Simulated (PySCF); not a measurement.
# AsH₄Cl, a complex of two parts: interaction energy

One table from this session's results is given with a row withheld; the runs are named, their logs left out.

Computed with PySCF 2.14.0; each step states its level. No surroundings beyond the atoms listed, unless a continuum is named. Atoms count from 0, parts from 1.

### Starting point

6 atoms, charge 0, multiplicity 1; geometry: GFN2-xTB. Parts: 1 = atoms 0–1, `Cl`, charge 0; 2 = atoms 2–5, `[AsH3]`, charge 0.

The first run:

Job settings and geometry (Å):

```
{"job": {"xc": "PBE0", "basis": "def2-TZVPD", "d3": "d3bj", "grid": 3, "kind": "geom", "shake": 0.01}, "charge": 0, "multiplicity": 1, "parts": [{"atoms": "0-1", "charge": 0, "multiplicity": 1}, {"atoms": "2-5", "charge": 0, "multiplicity": 1}]}
Cl     0.541426     0.014410     0.231167
H     -0.499941     0.101920    -0.551706
As     2.880932    -0.169679     1.895951
H      2.632578     1.288846     2.090345
H      3.926333    -0.098030     2.970615
H      1.853904    -0.486868     2.925852
```

The run is started by

```sh
> OMP_NUM_THREADS=1 python cluster_run.py task.json out
```

One launch serves the whole session: the jobs run in the order shown.

Steps of the session up to this table: Geometry optimisation at PBE0-D3(BJ)/def2-TZVPD; Coupled-cluster interaction energy: CCSD(T) and MP2, 3.81 Å; Coupled-cluster interaction energy: CCSD(T) and MP2, 4.00 Å; Coupled-cluster interaction energy: CCSD(T) and MP2, 4.19 Å; Coupled-cluster interaction energy: CCSD(T) and MP2, 3.62 Å; Coupled-cluster interaction energy: CCSD(T) and MP2, 4.76 Å; Coupled-cluster interaction energy: CCSD(T) and MP2, 3.43 Å; Coupled-cluster interaction energy: CCSD(T) and MP2, 5.72 Å; Coupled-cluster interaction energy: CCSD(T) and MP2, 7.62 Å.

One of the session's tables, all rows but one given; the rest of the session is left out.

It belongs to the step «Coupled-cluster interaction energy: CCSD(T) and MP2, 7.62 Å». 

```
                 method  interaction energy (kcal/mol)
         HF/aug-cc-pVDZ                         -0.001
        MP2/aug-cc-pVDZ                         -0.018
       CCSD/aug-cc-pVDZ                              ?
    CCSD(T)/aug-cc-pVDZ                         -0.016
         HF/aug-cc-pVQZ                         -0.001
        MP2/aug-cc-pVQZ                         -0.018
    SCS-MP2/aug-cc-pVQZ                         -0.015
      MP2, extrapolated                         -0.018
CCSD(T), limit estimate                         -0.016
```

Estimate the missing values for CCSD/aug-cc-pVDZ.

**Answer.** interaction energy (kcal/mol): -0.014. In the column «interaction energy (kcal/mol)» it lies between SCS-MP2/aug-cc-pVQZ (-0.015) and HF/aug-cc-pVDZ (-0.001).
